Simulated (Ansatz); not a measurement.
One stationary structure of Sr. These are r2SCAN (plane waves to 500 eV, PAW, scalar-relativistic; Ansatz, a program for electronic structure) values and carry that method's errors.

```
CELL_PARAMETERS angstrom
      0.00000     3.05066     3.05066
      3.05066     0.00000     3.05066
      3.05066     3.05066     0.00000
ATOMIC_POSITIONS crystal
  Sr 0.50000 0.50000 0.50000
```

Task: Find the space group and the Wyckoff positions (tolerance 0.01 Å).

Result: Space group Fm-3m (No. 225); a = 6.1013 Å, b = 6.1013 Å, c = 6.1013 Å, α = 90.00°, β = 90.00°, γ = 90.00°

| atom | site | symmetry | x | y | z |
|---|---|---|---|---|---|
| Sr | 4b | m-3m | 0.5000 | 0.5000 | 0.5000 |

This is the fcc (Cu type).

Task: Give the shortest distances between elements (the closest pairs, up to four, under 3.6 Å).

Result: .

- Volume per atom: 56.78 Å³
- Band gap: zero (metallic)

No spin polarisation in the result.

Measured for Sr: a 6.045 Å (static lattice; corrected from measurement; as listed in Gábor I. Csonka et al., Physical Review B (2009)). Computed minus measured — a: r2SCAN +0.9 %. The computed values are for a static lattice.

The run could not lose the symmetry of its start.
